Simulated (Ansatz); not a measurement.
The reference is InSb in the zinc blende structure (space group F-43m, No. 216).

```xyz
2
Lattice="0.0000 3.3173 3.3173 3.3173 0.0000 3.3173 3.3173 3.3173 0.0000" Properties=species:S:1:pos:R:3 pbc="T T T"
Sb     4.9760     4.9760     4.9760
In     0.0000     0.0000     0.0000
```

The values are results of DFT with PBE, PAW potentials and a 420 eV plane-wave cutoff in Ansatz (a quantum-chemistry and plane-wave program), scalar-relativistic without spin-orbit coupling, not measurements.

It is then changed as follows: As takes the place of Sb on all its sites; the structure is relaxed again.

Measured lattice parameter a: InSb 6.468 Å (static lattice; corrected from measurement; as listed in Daniel Mejia-Rodriguez, S. B. Trickey, Phys. Rev. B (2018)); InAs 6.047 Å (static lattice; corrected from measurement; as listed in Daniel Mejia-Rodriguez, S. B. Trickey, Phys. Rev. B (2018)).

Problem. How well does PBE reproduce the measured shift?

Solution. With PBE the lattice parameter a moves by -0.448 Å (6.635 → 6.187) against -0.421 Å measured.

Stability against distortions was not tested. The final runs are not spin-polarised.
